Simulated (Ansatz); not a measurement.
A run of Ansatz (development build ahead of 0.2.0) on singlet C3H4 at this shape:

```xyz
7

C     0.0000    0.0000    0.0000
C     0.0000    0.0000    1.3112
C     0.0000    0.0000   -1.3112
H     0.0000    0.9268    1.8766
H     0.0000   -0.9268    1.8766
H     0.9268    0.0000   -1.8766
H    -0.9268    0.0000   -1.8766
```

Its results:

```yaml
Converged: yes
Reference_energy: -115.90489 hartree
Correlation_energy: -0.47760 hartree
Total_energy: -116.38248 hartree
Spin_squared_of_the_determinant: 0.000
Stability_test: minimum among restricted orbitals
Occupied_orbitals_by_symmetry_in_an_Abelian_subgroup_alpha;_beta: 7 A1 2 B1 2 B2; 7 A1 2 B1 2 B2
```

Question: Which input gives this output? Name the method, the orbitals and the basis set, and write the input.

Answer: RHF-MP2 in cc-pVTZ. An unrestricted run that stays on the closed shell gives the same numbers.

```yaml
crystal:
  periodic: [false, false, false]
  atoms:
    - { symbol: C, position_ang: [0.0, 0.0, 0.0] }
    - { symbol: C, position_ang: [0.0, 0.0, 1.31119] }
    - { symbol: C, position_ang: [0.0, 0.0, -1.31119] }
    - { symbol: H, position_ang: [0.0, 0.92678, 1.87664] }
    - { symbol: H, position_ang: [0.0, -0.92678, 1.87664] }
    - { symbol: H, position_ang: [0.92678, 0.0, -1.87664] }
    - { symbol: H, position_ang: [-0.92678, 0.0, -1.87664] }
basis:
  gaussian: { orbitals: cc-pVTZ }
hamiltonian:
  xc: hf
correlation:
  method: mp2
  frozen_orbitals: { C: 1, H: 0 }
```
